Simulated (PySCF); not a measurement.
C4H7F.
Atom-mapped SMILES: `[CH2:1]=[C:2]([CH3:3])[CH2:4][F:5]` (hydrogens: H6, H7 on C1; H8, H9, H10 on C3; H11, H12 on C4)

The dihedral C3–C2–C4–F5 (about C2–C4) is held at set values while the rest relaxes with GFN2-xTB, each point from its own start; single points follow at PBE0/pcSseg-1 (PySCF, gas phase, no added dispersion term).

Task: Give the torsional profile, with energies above the lowest point.

Result: 
```tsv
dihedral (°)	PBE0/pcSseg-1 (kcal/mol)	GFN2-xTB (kcal/mol)	dipole (D)	C3···F5 (Å)	C2–C4 (Å)	C3–C2–C4 (°)	C2–C4–F5 (°)	HOMO (eV)	LUMO (eV)
0	2.2	1.0	1.21	2.69	1.510	116.1	112.2	-7.26	0.23
30	0.9	0.6	1.38	2.75	1.507	115.5	111.9	-7.42	0.19
60	0.3	0.3	1.67	2.93	1.504	114.7	110.6	-7.66	0.07
90	2.2	0.9	1.84	3.23	1.507	115.5	110.2	-7.66	-0.05
120	3.3	1.2	1.93	3.50	1.510	115.8	110.9	-7.49	-0.01
150	1.5	0.5	1.99	3.67	1.507	114.5	112.1	-7.39	0.25
180	0.0	0.0	2.03	3.73	1.504	113.7	112.7	-7.38	0.40
210	1.5	0.5	2.00	3.67	1.507	114.6	112.0	-7.38	0.25
240	3.3	1.2	1.93	3.50	1.510	115.7	110.9	-7.49	-0.01
270	2.2	0.9	1.84	3.23	1.507	115.5	110.2	-7.66	-0.05
300	0.3	0.3	1.66	2.94	1.504	114.8	110.7	-7.67	0.07
330	0.9	0.6	1.38	2.75	1.507	115.5	111.9	-7.42	0.19
```

Each energy column counts from its own lowest point; dipole and orbital energies are those of PBE0/pcSseg-1.

Task: Where are the low and high points of the PBE0/pcSseg-1 curve on this grid?

Result: Below both neighbours: 60° (synclinal, 0.3), 180° (antiperiplanar, 0.0), 300° (synclinal, 0.3). Above both neighbours: 0° (2.2), 120° (3.3), 240° (3.3) kcal/mol. The highest point lies 3.3 kcal/mol above the lowest; in GFN2-xTB the span is 1.2, with the lowest point at 180°. Wells this close in depth can't be ordered on a 30° grid.

Task: How much does C2–C4 change along the scan?

Result: From 1.504 Å (at 60°, 180° and 300°) to 1.510 Å (at 0°, 120° and 240°).

Task: What dipole would a 298 K Boltzmann average over these twelve points give?

Result: With weights exp(−E/RT), √⟨μ²⟩ = 1.78 D, against 2.03 D at 180°. Weights in order of angle: 1, 8, 20, 1, 0, 3, 35, 3, 0, 1, 21, 8 %.
